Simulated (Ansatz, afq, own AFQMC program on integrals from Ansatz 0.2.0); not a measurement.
Two steps: Ansatz 0.2.0 writes the Fock matrix and Cholesky factors of the valence space, and afq projects on them the lowest state that overlaps trial and start.

```yaml
crystal:
  periodic: [false, false, false]
  atoms:
    - {symbol: B, position_ang: [-0.477058, 0.452677, 1.846497]}
    - {symbol: N, position_ang: [-0.135988, 0.136251, 0.516797]}
    - {symbol: Ge, position_ang: [0.423928, -1.604420, 0.068291]}
    - {symbol: C, position_ang: [-0.206049, 1.105154, -0.492428]}
    - {symbol: C, position_ang: [0.090022, 0.941483, -1.786959]}
    - {symbol: H, position_ang: [-0.834082, 1.579958, 2.106092]}
    - {symbol: H, position_ang: [-0.408631, -0.398607, 2.701153]}
    - {symbol: H, position_ang: [-0.544542, -2.170533, -0.983385]}
    - {symbol: H, position_ang: [0.387939, -2.411082, 1.367505]}
    - {symbol: H, position_ang: [1.844331, -1.523604, -0.515187]}
    - {symbol: H, position_ang: [-0.544460, 2.082102, -0.129670]}
    - {symbol: H, position_ang: [0.432643, -0.006963, -2.209816]}
    - {symbol: H, position_ang: [-0.007653, 1.782883, -2.474190]}
basis:
  gaussian: {orbitals: def2-SVP}
magnetization: {spin_polarized: false}
correlation: {method: ccsd_t, electrons: outside_noble_gas, hamiltonian_folder: ham}
```

```sh
$ ansatz run in.yaml --threads 1 --pin off --events-out ev --progress --plain --max-ram 24576MiB --backend cuda --devices 0, --max-vram 18GiB
```

Options of the walk:

```
--method phaseless --trial cisd --walkers 2100 --populations 20 --least-time 60 --time-step 0.005 --steps-per-block 50 --equilibration-blocks 28 --max-blocks 4000 --target-error 0.00032 --factor-cut 1e-05 --seed 5448 --release-times 0.21,0.42,0.63,0.9 --release-step 0.03 --release-every 5 --taylor-order 6
```

Times are imaginary, in 1/Eh. The walk had a cap of 258 s. With eight or more populations the least sampling time is a fifth of least-time, and the error comes from their spread. Filled inner d shells are frozen with the cores.

afq prints:

```
orbitals 110  electrons 14 14  factors 985 of 1306
reference energy -2234.51859548 Eh
CCSD correlation -0.68308545 Eh in 11 cycles, weight of the determinant in the CISD state 0.7671
energy of the start -2235.201677 Eh
 block  time / (1/Eh)  mean weight  energy / Eh
     1     0.250  0.9996  -2235.172695
     2     0.500  0.9995  -2235.184763
     3     0.750  0.9996  -2235.199528
     4     1.000  0.9998  -2235.206727
     5     1.250  1.0007  -2235.210398
     7     1.750  1.0002  -2235.221540
     9     2.250  1.0004  -2235.226503
    11     2.750  1.0000  -2235.224328
    15     3.750  1.0013  -2235.228983
    19     4.750  0.9997  -2235.226228
    23     5.750  1.0001  -2235.227225
    27     6.750  1.0001  -2235.226485
    31     7.750  1.0001  -2235.230231
    35     8.750  1.0002  -2235.228392
    39     9.750  0.9999  -2235.227182
    43    10.750  1.0000  -2235.224480
    47    11.750  1.0002  -2235.227816
    51    12.750  0.9993  -2235.227472
    55    13.750  0.9997  -2235.226519
    59    14.750  1.0001  -2235.227693
    63    15.750  1.0001  -2235.231626
    67    16.750  1.0001  -2235.232555
    71    17.750  0.9999  -2235.228816
    75    18.750  1.0005  -2235.228096
    79    19.750  0.9996  -2235.226816
    83    20.750  0.9998  -2235.227032
    87    21.750  1.0005  -2235.221486
    91    22.750  1.0006  -2235.226900
    93    23.250  1.0001  -2235.227640
error from the spread of 20 populations
released: time / (1/Eh)  energy / Eh  error  mean overlap
  0.21  -2235.227806  0.000585  1.0044
  0.42  -2235.227748  0.000567  0.9967
  0.63  -2235.227817  0.000450  0.9973
  0.90  -2235.227089  0.000742  0.9922
energy -2235.227624 +/- 0.000667 Eh
(rows thinned)
```

The run passed its tests (sampling time, drift between the halves within three errors, error under three times the target), which doesn't prove that it has relaxed, ending at its cap on processor time.

Against this walk (error 18.2 meV) on the same determinant: CCSD(T) 71.8 meV higher. The error is statistical and leaves out the bias of the constraint. Released to 0.90 1/Eh the energy moves by 15 ± 27 meV (both errors), within twice the noise.

Cautions: constraint bias not in the error; error above the target (18.2 against 8.7 meV); no relativity below Rb; no spin-orbit coupling; inner d shell frozen.

The walk took 4.3 min on 1 × NVIDIA H100 80GB HBM3 with 2 threads of AMD EPYC 7R13 Processor (Zen 3), on a shared host (the card was shared). The log's last line is the phaseless energy.
